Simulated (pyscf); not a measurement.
Single points on ωB97X-D3(BJ)/def2-SVP structures (PySCF, gas phase).

Task: Estimate the classical barrier height and the reaction energy of Cl–CH•–CH₂–Cl + hydrogen chloride (HCl) → Cl–CH₂–CH₂–Cl + Cl atom (Cl•) at ωB97M-D3(BJ)/def2-TZVP. The step runs on the doublet surface, breaks Cl–H and forms C–H; take the separated reactants as zero.

Result: ΔE‡ = 20.6 kJ/mol, ΔE = +10.0 kJ/mol. Zero-point energy shifts the barrier by +0.6 kJ/mol. It is a hydrogen abstraction, with an imaginary mode of 1024i cm⁻¹. One saddle was located; it need not be the lowest between these sides. The angle at the transferred H is 166°. Left out: the spin-orbit lowering of Cl.
